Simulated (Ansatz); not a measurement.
## Ansatz (development build ahead of 0.2.0) run

```yaml
crystal:
  periodic: [false, false, false]
  atoms:
    - { symbol: P, position_ang: [-0.11262, -0.0126, -1.06183] }
    - { symbol: P, position_ang: [-0.10818, -0.03789, 0.88284] }
basis:
  gaussian: { orbitals: aug-cc-pVDZ }
hamiltonian:
  xc: hf
correlation:
  method: mp2
  frozen_orbitals: { P: 5 }
```

The input is written out in the form of the current development build from the run's settings.

Results

| Quantity | Value |
| --- | --- |
| Converged | yes |
| Reference energy | -681.46619 hartree |
| Correlation energy | -0.24098 hartree |
| Total energy | -681.70717 hartree |
| Spin squared of the determinant | 0.000 |
